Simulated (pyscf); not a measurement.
H₂N–SiH₂–Cl -> :HSi–Cl [singlet] + NH₃ (1,1-elimination; singlet surface; N–Si, H–Si broken, H–N formed). Structures and frequencies: ωB97X-D3(BJ)/def2-SVP in PySCF. Correlated levels are frozen-core, on RHF or UHF. ΔMP2 is the change of the MP2 total energy from the triple- to the quadruple-zeta basis. Energies in kJ/mol from the reactant's lowest minimum found.

| level | barrier | reaction energy |
|---|---|---|
| ωB97X-D3(BJ)/def2-TZVP | ___ | +274.0 |
| PBE/def2-TZVP | 266.9 | +243.4 |
| r²SCAN/def2-TZVP | 293.4 | +273.9 |
| B3LYP-D3(BJ)/def2-TZVP | 303.0 | +252.8 |
| PBE0-D3(BJ)/def2-TZVP | 297.3 | +264.9 |
| CCSD/def2-TZVPP | 329.3 | +251.4 |
| CCSD(T)/def2-TZVPP + ΔMP2(QZVPP) | ___ | ___ |

What belongs in the gaps?


- ωB97X-D3(BJ)/def2-TZVP, barrier: 324.3
- CCSD(T)/def2-TZVPP + ΔMP2(QZVPP), barrier: 315.4
- CCSD(T)/def2-TZVPP + ΔMP2(QZVPP), reaction energy: +255.3

Of the functionals in the table, ωB97X-D3(BJ) is closest to CCSD(T)/def2-TZVPP + ΔMP2(QZVPP) in the barrier (8.8 kJ/mol apart) and PBE least close (48.5 kJ/mol); that level has limits of its own. On the product side the descent ends in an adduct with a N–Si contact, 123.7 kJ/mol under the separated species and 174.0 kJ/mol under the saddle at ωB97X-D3(BJ)/def2-TZVP. What is counted as broken (N–Si) persists as a longer contact in the product adduct; parting that adduct is a step of its own. This is the saddle that the search found; another between the same sides may lie lower. The CCSD(T) − MP2 part came from Ansatz, without density fitting, on the same reference.
